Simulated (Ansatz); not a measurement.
# Isomers

Structures of C3H5 (charge +1), closed shell, relaxed at PBE0-D4/def2-TZVP (vibrations not checked; lower isomers may exist, and structures with a doubtful reference or unclear bonds are left out). Computed with Ansatz 0.2.0 (basis: def2-TZVPP); correlated methods freeze the cores. B3LYP uses VWN-RPA correlation.

Task: Rank them by CCSD(T) energy, lowest first, and give each one's height above the lowest. Links in brackets join atoms within 1.22 times the sum of their covalent radii (1.1 for two metals). (To be estimated.)
A.
C₃H₅ ([CH][C][CH4]), total charge +1
```
8
angstrom
C -1.1126 0.4803 -0.7165
C -0.2600 -0.0273 -0.0493
C 0.7480 -0.6752 0.7300
H -1.8759 0.9327 -1.3143
H 1.6361 0.1040 1.0474
H 1.0131 -0.0347 1.7380
H 1.5663 -1.1831 0.1859
H 0.4177 -1.4387 1.4591
```
B.
C₃H₅ ([CH2][C][CH3]), total charge +1
```
8
angstrom
C 0.1643 1.1847 0.0103
C 0.2718 -0.0541 0.2371
C 0.3532 -1.4315 0.4563
H 1.2865 -1.8746 0.0955
H -0.5784 1.5789 -0.6889
H 0.8245 1.8949 0.5188
H -0.4542 -1.8136 -0.2130
H 0.0738 -1.7266 1.4724
```
C.
C₃H₅ ([CH2][CH][CH2]), total charge +1
```
8
angstrom
C -0.4258 0.9142 -0.6315
C 0.3024 0.2844 0.3500
C 0.2416 -1.0873 0.4185
H -1.0314 0.3437 -1.3317
H -0.4218 1.9957 -0.7413
H 0.9066 0.8525 1.0488
H -0.3646 -1.6561 -0.2827
H 0.7929 -1.6472 1.1698
```

Result: The calculation gives: C (0.000 eV), B (0.476 eV), A (2.731 eV). Heights count from the lowest.

Task: Do PBE-D4, r2SCAN-D4, PBE0-D4, B3LYP-D4, wB97M-V, HF, MP2 give the same order? (Judge from chemistry; the calculation decides.)

Result: By the calculation: All do.

The T1 diagnostic stays at or below 0.019. The restricted Hartree–Fock reference is unstable towards an unrestricted one at one or more of these structures.

For scale, one of the runs: CCSD(T)/def2-TZVPP, 163 basis functions, launched by `ansatz run in.yaml --threads 2 --pin off --events-out ev --progress --plain --max-ram 4352MiB`. Time: 16 s of wall clock on 2 CPU threads of an Arm Neoverse V2; the host was shared. Peak host memory: 1.3 GiB.
